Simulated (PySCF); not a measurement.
# Computed NMR parameters against published values

Mapped SMILES: `[Cl:1][C:2]([Cl:3])([Cl:4])[Cl:5]`.

What is known from experiment: δ 13C C2 95.4 ppm (measured; solution, DMSO-d6, 298 K; Fulmer et al., Organometallics 2010, 29, 2176).
δ 13C C2 96.4 ppm (measured; solution, C6D5Cl, 298 K; Fulmer et al., Organometallics 2010, 29, 2176).
δ 13C C2 96.4 ppm (measured; solution, C6D6, 298 K; Fulmer et al., Organometallics 2010, 29, 2176).
δ 13C C2 97.2 ppm (measured; solution, CD3OD, 298 K; Fulmer et al., Organometallics 2010, 29, 2176).

Theory: structure optimised with GFN2-xTB, σ from GIAO-PBE0/pcSseg-1, in PySCF 2.14 (rapidly exchanging positions averaged, gas phase, one conformer, non-relativistic Hamiltonian).

(1) How close does the calculation come?

(2) How far are the unscaled 13C shifts from the references?

## Answers

(1) 
Reference values: measured (solution, DMSO-d6, 298 K; Fulmer et al., Organometallics 2010, 29, 2176).
```json
{"atoms": "C2", "quantity": "δ 13C", "reference": "95.4", "computed": "136.9", "computed, scaled": "109.2"}
```

Reference values: measured (solution, C6D5Cl, 298 K; Fulmer et al., Organometallics 2010, 29, 2176).
```csv
atoms,quantity,reference,computed,"computed, scaled"
C2,δ 13C,96.4,136.9,109.2
```

Reference values: measured (solution, C6D6, 298 K; Fulmer et al., Organometallics 2010, 29, 2176).
```json
{"atoms": "C2", "quantity": "δ 13C", "reference": "96.4", "computed": "136.9", "computed, scaled": "109.2"}
```

Reference values: measured (solution, CD3OD, 298 K; Fulmer et al., Organometallics 2010, 29, 2176).
```csv
atoms,quantity,reference,computed,"computed, scaled"
C2,δ 13C,97.2,136.9,109.2
```

Computed shifts are σ(ref) − σ with the named reference compound (TMS for H and C) calculated as an isolated molecule at the same level. The measured values may be among those fitted. Shieldings were converted by linear fits to measured shifts (mostly CDCl3, TMS scale, for H and C): 13C: δ = 179.97 − 0.974σ -5.5 per attached Cl (rms 2.1 ppm, 958 shifts, 2.3 ppm with the 13 outliers that the fit left out). Occasional misses reach two or three times the rms, and more in compound classes unlike the fitted ones.

(2) Mean signed difference +40.55 ppm, mean absolute 40.55 ppm over 4 comparisons; the largest is +41.5 ppm at C2 (fully substituted sp3 carbon bonded to 4 Cl).

4 of the 13 published NMR values on file for this molecule are compared. The rest: values from further sources.

Carbons that carry Cl, above all several Cl atoms, come out too deshielded, partly because spin–orbit coupling is missing.
